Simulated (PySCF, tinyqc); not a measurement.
RKS/PBE in the sto-3g basis, for CH+, spin multiplicity 1, step by step. The lowest restricted solution is unstable here: a spin-polarised one lies 0.0034 hartree lower (PySCF). One step of it, computed by the program tinyqc.

Problem. Iteration 2: diagonalisation and new density. A level shift of 0.5 hartree raises the virtual space: F + shift (S - S D(s) S), with D(s) the density of one spin (D/2). Diagonalise F' = X^T F X, C = X C', fill 3 alpha and 3 beta electrons from the bottom; D = 2 C_occ C_occ^T. Each column has its largest component positive (the first on a tie).

extrapolated F (hartree), lower triangle:
```
             1C 1s      1C 2s     1C 2px     1C 2py     1C 2pz      2H 1s
1C 1s   -10.238700
1C 2s    -2.786748  -1.503178
1C 2px    0.000000   0.000000  -0.450024
1C 2py    0.000000   0.000000   0.002353  -0.455788
1C 2pz    0.026468   0.075871   0.000000   0.000000  -0.464683
2H 1s    -0.166926  -0.241488   0.000000   0.000000  -0.201066  -0.479644
```

X:
```
                1          2          3         4          5         6
1C 1s   -0.498635   0.644854   0.000000  0.000000  -0.519261  0.364938
1C 2s    0.753716  -0.407437   0.000000  0.000000  -0.343284  0.512277
1C 2px   0.000000   0.000000  -0.182727  0.983164   0.000000  0.000000
1C 2py   0.000000   0.000000   0.983164  0.182727   0.000000  0.000000
1C 2pz   0.470231   0.639179   0.000000  0.000000   0.578405  0.309634
2H 1s   -0.714875  -0.458929   0.000000  0.000000   0.380720  0.489233
```

D after iteration 1, lower triangle:
```
            1C 1s     1C 2s    1C 2px    1C 2py    1C 2pz     2H 1s
1C 1s    2.022561
1C 2s   -0.127310  0.651469
1C 2px   0.000000  0.000000  1.221232
1C 2py   0.000000  0.000000  0.975221  0.778768
1C 2pz  -0.178725  0.610487  0.000000  0.000000  0.573850
2H 1s   -0.150992  0.506352  0.000000  0.000000  0.476046  0.394916
```

overlap S, lower triangle:
```
           1C 1s     1C 2s    1C 2px    1C 2py    1C 2pz     2H 1s
1C 1s   1.000000
1C 2s   0.248362  1.000000
1C 2px  0.000000  0.000000  1.000000
1C 2py  0.000000  0.000000  0.000000  1.000000
1C 2pz  0.000000  0.000000  0.000000  0.000000  1.000000
2H 1s   0.014675  0.200394  0.000000  0.000000  0.233101  1.000000
```

Give: F' = X^T F X; orbital energies; coefficients C; D after iteration 2.

Solution.

F' = X^T F X (hartree), lower triangle:
```
         1        2        3        4        5        6
1  -0.9227
2   1.8484  -2.8753
3   0.0000   0.0000  -0.0672
4   0.0000   0.0000  -0.2065  -0.3386
5  -1.9029   3.2414   0.0000   0.0000  -3.9371
6   1.4036  -2.5780   0.0000   0.0000   3.0476  -3.1575
```

orbital energies (hartree): MO1 -10.2456, MO2 -0.6615, MO3 -0.4500, MO4 -0.1896, MO5 0.0442, MO6 0.2040

coefficients C:
```
            MO1      MO2     MO3      MO4      MO5      MO6
1C 1s    0.9927  -0.2145  0.0000   0.1746   0.0000   0.0734
1C 2s    0.0282   0.7608  0.0000  -0.6529   0.0000  -0.3294
1C 2px   0.0000   0.0000  0.7785   0.0000  -0.6276   0.0000
1C 2py   0.0000   0.0000  0.6276   0.0000   0.7785   0.0000
1C 2pz  -0.0022   0.3246  0.0000   0.6592   0.0000  -0.7212
2H 1s   -0.0031   0.4086  0.0000   0.3820   0.0000   0.8905
```

D after iteration 2, lower triangle:
```
          1C 1s   1C 2s  1C 2px  1C 2py  1C 2pz   2H 1s
1C 1s    2.0628
1C 2s   -0.2704  1.1593
1C 2px   0.0000  0.0000  1.2122
1C 2py   0.0000  0.0000  0.9772  0.7878
1C 2pz  -0.1437  0.4938  0.0000  0.0000  0.2107
2H 1s   -0.1814  0.6216  0.0000  0.0000  0.2653  0.3340
```
